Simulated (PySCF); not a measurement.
## Ne: ionisation energy

Ne [Ne] (1S) → Ne⁺ [He] 2s2 2p5 (2P), as a difference of total energies. All numbers are calculated (PySCF 2.14, scalar relativity by spin-free X2C-1e, in Sapporo-DZP-2012 (4s3p1d, 18 functions)). Correlated levels: valence: 1s2 frozen. The calculations carry no spin-orbit coupling.

| method | ionisation energy (eV) |
| --- | --- |
| UHF | 19.634 |
| r2SCAN | 21.233 |
| B3LYP | 21.315 |
| MP2 (valence) | 21.176 |
| SCS-MP2 (valence) | 21.028 |
| CCSD (valence) | 20.955 |
| CCSD(T) (valence) | 20.955 |

**Question.** How much does correlation contribute at CCSD(T) (valence)?

**Answer.** 20.955 − (19.634) = 1.321 eV, measured against UHF.

Errors of the correlated levels include the incompleteness of this basis and the frozen core.

For comparison: 21.597 eV (measured; NIST levels, between the centres of gravity of the two terms).
